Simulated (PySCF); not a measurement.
O3, charge -1, multiplicity 2. Atoms are numbered in the order given.

```xyz
3

O      0.0000     1.1225    -0.2363
O      0.0000     0.0000     0.4725
O      0.0000    -1.1225    -0.2363
```
Charge -1, spin multiplicity 2.

The structure is a stationary point at PBE0-D3(BJ)/def2-TZVPD. The isomer is the one that the SMILES or the coordinates give; other isomers of the formula were not compared.

These are PBE0/def2-TZVPD in PySCF values and carry that method's errors.

Mulliken values depend strongly on the basis, most of all with diffuse functions as here. ESP charges are fitted to the potential on shells at 1.4 to 2.0 van der Waals radii. Atomic charges (e):

```
atom  meta-Löwdin  ESP fit  Mulliken spin
----  -----------  -------  -------------
O1          -0.55    -0.52           0.33
O2           0.11     0.03           0.35
O3          -0.55    -0.52           0.33
```
